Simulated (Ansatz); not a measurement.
Basis-set extrapolation for `C=C(C)CN` (PBE0-D4/def2-TZVP geometry, frozen core, Ansatz). Multiplicity 1, RHF reference.

```
                      def2-TZVPP   def2-QZVPP
                 HF  -211.218606  -211.228644
    MP2 correlation    -0.892642    -0.950422
CCSD(T) correlation    -0.977931      not run
```

Energies in hartree. Use E(X) = E(∞) + A·exp(−7.88·√X) for Hartree–Fock and E(X) = E(∞) + B·X^(−2.97) for correlation, with X = 3 and 4, and add CCSD(T) minus MP2 of the smaller set to the MP2 limit.

Question: What is the CCSD(T) energy at the basis-set limit?

Answer: HF limit: -211.228644 + (-0.010038) × 0.13774 = -211.23003. MP2 limit: -0.950422 + (-0.057780) × 0.74074 = -0.99322. Higher-order term: -0.977931 − (-0.892642) = -0.08529. Total: -212.30854 hartree, 70.3 kcal/mol below CCSD(T)/def2-TZVPP.
